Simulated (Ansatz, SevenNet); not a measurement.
Elastic constant C44 (GPa) of solids drawn from the class of silicides and borides, at two levels: the machine-learned potential SevenNet-0 (trained on PBE and PBE+U data), and r²SCAN in Ansatz (plane waves, PAW).

| solid | SevenNet-0 | r²SCAN |
|---|---|---|
| AlB2-type TiB₂ | 151 | 266 |
| AlB2-type MgB₂ | 35.1 | 76.5 |
| AlB2-type ZrB₂ | 98.9 | 257 |
| AlB2-type HfB₂ | 93.7 | 270 |
| A15 Mo₃Si | 73.4 | 122 |
| CaB6-type LaB₆ | 37.6 | ? |

Question: Estimate the withheld r²SCAN value from the other rows.

Answer: One way: carry over the typical ratio. The ratios r²SCAN / SevenNet-0 of the other rows, in order: 1.662, 1.762, 2.179, 2.599, 2.882; median 2.179. CaB6-type LaB₆: 37.6 × 2.179 = 81.9 GPa; the run gives 97.3 GPa. The ratios spread from 1.662 to 2.882, so such an estimate is rough.

Of 6 rows, r²SCAN is the larger in 6 and the smaller in 0.

Ansatz's runs of these crystals have no spin polarisation.

Spin–orbit coupling is left out, also for the solids with elements from indium on (AlB2-type HfB2, CaB6-type LaB6); its size isn't shown.

Each level is taken at its own relaxed cell. Ansatz's density-functional and Hartree–Fock values are scalar-relativistic unless marked +SOC, with PAW data made under PBE.

Ansatz is an electronic-structure program.
